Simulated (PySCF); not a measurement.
**The bond of CO, level by level**

Aim: find the lowest electronic state of CO, scan its bond at several levels of theory, and get bond length, wavenumber and dissociation energy from each curve.

The runs use PySCF 2.14.0; C def2-TZVPPD, O def2-TZVPPD, no relativity.

## Step 1: Input

Settings of the job:

```
atoms                         : C, O
charge                        : 0
basis                         : C def2-TZVPPD, O def2-TZVPPD
Hamiltonian                   : no relativity
basis functions               : 77
electrons treated             : 14
masses in u                   : 12.0000, 15.9949
levels                        : PBE0, PBE, r²SCAN, TPSS, r²SCANh, r²SCAN0, PW91, PBEsol, ωB97X-V, HF, MP2, SCS-MP2, CCSD, CCSD(T)
grid                          : 80 radial by 434 angular points
occupations                   : held fixed by the projection of orbital angular momentum
dissociation limit            : C + O, each in its ground configuration
starting distance in angstrom : 1.310
values of 2S to try           : 0, 2, 4
```

Started as:

```bash
$ OMP_NUM_THREADS=1 python dia.py task.json out
```

After this run come: PBE0 along the bond; Higher solutions at PBE0; PBE (GGA); r²SCAN (meta-GGA); TPSS (meta-GGA); r²SCANh (hybrid meta-GGA); r²SCAN0 (hybrid meta-GGA); PW91; PBEsol; ωB97X-V; RHF (mean field); Correlated methods on the Hartree–Fock reference.

What does the calculation give? Wanted: for each run, Re; ωe; De; μ.

The runs gave:

Lowest PBE0 solution found, without spin–orbit coupling: ¹Σ⁺ (singlet), closed shell. State 2 has its PBE0 minimum 5.71 eV higher. The other levels ran on the lowest alone.

| level | Re (Å) | ωe (cm⁻¹) | De (eV) | μ (D) |
| --- | --- | --- | --- | --- |
| RHF | 1.103 | 2426 | 7.59 | -0.14 |
| RHF-MP2 | 1.138 | 2117 | 11.51 | n/a |
| RHF-SCS-MP2 | 1.135 | 2142 | 11.30 | n/a |
| RHF-CCSD | 1.128 | 2221 | 10.59 | n/a |
| RHF-CCSD(T) | 1.135 | 2150 | 10.91 | n/a |
| PBE | 1.137 | 2128 | 11.65 | 0.20 |
| PBEsol | 1.135 | 2144 | 12.10 | 0.22 |
| PW91 | 1.135 | 2133 | 11.64 | 0.19 |
| TPSS | 1.135 | 2138 | 11.01 | 0.17 |
| r²SCAN | 1.127 | 2193 | 11.06 | 0.17 |
| r²SCANh | 1.124 | 2227 | 10.87 | 0.14 |
| PBE0 | 1.123 | 2238 | 11.06 | 0.12 |
| r²SCAN0 | 1.118 | 2275 | 10.60 | 0.10 |
| ωB97X-V | 1.126 | 2238 | 11.16 | 0.09 |

De is counted to C + O in their ground configurations. A positive dipole means C(−)O(+).

**Reading.** Bond lengths run from 1.103 Å (RHF) to 1.138 Å (RHF-MP2). Among the levels with a De in the table, it runs from 7.59 eV (RHF) to 12.10 eV (PBEsol).

Correlated steps freeze 2 core orbitals. T1 is 0.018 near the minimum (highest on the curve 0.033), which may point to more than one leading configuration.
